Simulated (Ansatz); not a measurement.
Two structures of CH6ClSi, doublet, reached by relaxing down either side of one saddle point (PBE0-D4/def2-TZVP). Energies are electronic, without zero-point energy. Program: Ansatz 0.2.0. Basis: def2-TZVPP and def2-QZVPP. Cores are frozen in the correlated methods; orbitals are unrestricted. Extrapolation: Hartree–Fock as exp(−7.88 √X), correlation as X^−2.97. First:

```
9
angstrom
H 1.0274 0.6014 -0.1778
Si 1.0039 0.1467 -1.5861
Cl -0.6616 -1.0274 -1.8629
C -1.1202 -0.0881 2.0052
H 0.9158 1.3023 -2.5080
H 2.2021 -0.6675 -1.8935
H -0.4636 -0.6171 2.6805
H -1.4596 0.9067 2.2549
H -1.4444 -0.5568 1.0875
```

Second:

```tsv
atom	x (Å)	y (Å)	z (Å)
H1	-0.1175	0.8712	1.4920
Si2	1.1948	0.0945	-1.8288
Cl3	-0.4223	-1.1565	-2.0227
C4	-0.8472	0.1043	1.7515
H5	1.0311	1.2250	-2.7817
H6	2.4282	-0.6831	-2.1230
H7	-0.3264	-0.8036	2.0551
H8	-1.4696	0.4587	2.5728
H9	-1.4710	-0.1105	0.8848
```

**Question.** Which bonds change from the first to the second?

**Answer.** SiH₃Cl ([SiH3][Cl]) + CH₃ → SiH₂Cl ([SiH2][Cl]) + CH₄; bonds formed: H1–C4; bonds broken: H1–Si2.

**Question.** Give the saddle point's structure and its height above each. (Judge from chemistry; the value comes from the calculation.)

**Answer.** By the calculation: 8.95 kcal/mol above the first and 24.20 kcal/mol above the second (CCSD(T) at an estimated basis limit (MP2 extrapolated from triple and quadruple zeta, plus CCSD(T) − MP2 in triple zeta)).
| atom | x (Å) | y (Å) | z (Å) |
| --- | --- | --- | --- |
| H1 | 0.0469 | 0.0859 | 0.1461 |
| Si2 | 0.7340 | 0.0560 | -1.2912 |
| Cl3 | -0.3709 | -1.2099 | -2.4827 |
| C4 | -0.7455 | 0.0391 | 1.5675 |
| H5 | 0.7345 | 1.4006 | -1.9216 |
| H6 | 2.1213 | -0.4691 | -1.2206 |
| H7 | -0.0677 | -0.5736 | 2.1497 |
| H8 | -0.7824 | 1.0948 | 1.8084 |
| H9 | -1.6701 | -0.4237 | 1.2444 |

T1 diagnostic: at most 0.014. ⟨S²⟩ of the unrestricted Hartree–Fock references: 0.75 to 0.78 (a pure state has 0.75). The start structure is not quite a true minimum (one mode of 34i cm⁻¹). The end structure is not quite a true minimum (one mode of 38i cm⁻¹).

Radical steps of this kind take place in plasma deposition and etching.

Labels in which every atom is bracketed show which atoms are joined, not bond orders.

For scale, one of the runs: CCSD(T)/def2-TZVPP, 199 basis functions, launched by `ansatz run in.yaml --threads 4 --pin off --events-out ev --progress --plain --max-ram 9574MiB`. Hardware: 4 CPU threads of an Arm Neoverse N1, shared host. Wall time 2.9 min; peak host memory 5.7 GiB.
